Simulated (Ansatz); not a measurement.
Geometry optimisation, RHF/def2-SVP (Ansatz).

The input (input.yaml):

```yaml
crystal:
  periodic: [false, false, false]
  atoms:
    - { symbol: S, position_ang: [-1.709, 1.0163, -0.0523] }
    - { symbol: C, position_ang: [-0.0882, 0.4604, 0.3418] }
    - { symbol: C, position_ang: [-0.0891, -0.9902, 0.8057] }
    - { symbol: O, position_ang: [1.0336, -1.3116, -0.1709] }
    - { symbol: C, position_ang: [0.6841, -0.0863, -0.8846] }
    - { symbol: H, position_ang: [-1.4054, 2.2146, -0.6823] }
    - { symbol: H, position_ang: [0.5268, 1.1476, 0.9721] }
    - { symbol: H, position_ang: [-0.9167, -1.581, 0.6604] }
    - { symbol: H, position_ang: [0.316, -1.1191, 1.8816] }
    - { symbol: H, position_ang: [1.6048, 0.4615, -1.0858] }
    - { symbol: H, position_ang: [0.1085, -0.2693, -1.7651] }
basis:
  gaussian: { orbitals: def2-SVP }
hamiltonian:
  xc: hf
relax:
  f_tol: 0.015
  max_steps: 40
```

Run as:

```bash
$ ansatz run input.yaml --threads 1 --pin off --max-ram 2048MiB --backend cpu --events-out ev --progress --plain --runs-dir out
```

Q: Where does it end, and by what steps?

A: The forces met the threshold. After 10 steps the energy has fallen by 0.708 eV; H6 moved furthest, 0.22 Å.

```tsv
step	energy less start (eV)	largest force component (eV/Å)	accepted
0	0.0000	6.255	yes
1	-0.5789	1.691	yes
2	-0.6911	0.764	yes
3	-0.6945	0.499	yes
4	-0.7070	0.047	yes
5	-0.7075	0.021	yes
6	-0.7079	0.029	yes
7	-0.7079	0.054	yes
8	-0.7081	0.018	yes
9	-0.7081	0.015	no
10	-0.7081	0.003	yes
```

```xyz
11
Properties=species:S:1:pos:R:3
S -1.790 1.021 -0.104
C -0.109 0.447 0.256
C -0.020 -0.982 0.817
O 0.891 -1.355 -0.190
C 0.760 -0.129 -0.874
H -1.483 2.265 -0.478
H 0.404 1.181 0.872
H -0.950 -1.552 0.765
H 0.397 -1.075 1.820
H 1.721 0.363 -1.035
H 0.244 -0.239 -1.829
```

The run took 20 s on 1 thread of Intel(R) Xeon(R) 6975P-C (Granite Rapids), on a shared host, peak memory 0.22 GiB.
